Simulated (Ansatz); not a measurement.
Pulling the pair apart

The pair of H₂S (SMILES S, atoms 1–3) and CH₃Cl (SMILES CCl, atoms 4–8), both closed shells, in one local arrangement (a lower one may exist), relaxed at PBE0-D4/def2-TZVP:

S1  (-0.407, 0.411, -2.451)
H2  (0.896, 0.695, -2.601)
H3  (-0.141, -0.679, -1.711)
C4  (-0.107, 0.052, 1.402)
Cl5  (0.335, -1.567, 0.816)
H6  (-0.993, -0.040, 2.026)
H7  (-0.308, 0.683, 0.539)
H8  (0.725, 0.445, 1.981)
(Å)

CH₃Cl is shifted rigidly along the line between the mean atom positions of the two fragments (negative: closer). Counterpoise interaction energies in kJ/mol. Ansatz 0.2.0; basis: def2-TZVPPD; cores frozen in the correlated methods.

| shift (Å) | PBE0-D4 | wB97M-V | HF |
| --- | --- | --- | --- |
| -0.39 | -6.0 | -2.7 | 16.5 |
| -0.19 | -10.0 | -7.9 | 6.2 |
| 0.00 | -11.0 | -9.5 | 0.8 |
| 0.19 | -10.6 | -9.3 | -1.8 |
| 0.47 | -9.0 | -7.9 | -3.2 |
| 0.97 | -5.8 | -5.0 | -2.9 |
| 1.95 | -2.3 | -2.1 | -1.6 |
| 3.89 | -0.5 | -0.5 | -0.5 |

**Question.** What does CCSD(T) give at these shifts? (To be estimated.)

**Answer.** Computed: -0.1, -5.9, -8.0, -8.3, -7.3, -4.9, -2.0, -0.5 kJ/mol. For zero shift, CCSD(T) at an estimated basis limit (MP2 extrapolated from triple and quadruple zeta, plus CCSD(T) − MP2 in triple zeta) gives -9.9 kJ/mol. These are counterpoise interaction energies, counted from the two frozen fragments.

T1 diagnostic: at most 0.010.

For scale, one of the runs: CCSD(T)/def2-TZVPPD, 224 basis functions, launched by `ansatz run in.yaml --threads 4 --pin off --events-out ev --progress --plain --max-ram 9574MiB`. The run took 13 s on 4 CPU threads of an AMD EPYC 9R45 (shared host), with 3.4 GiB of host memory at its peak.
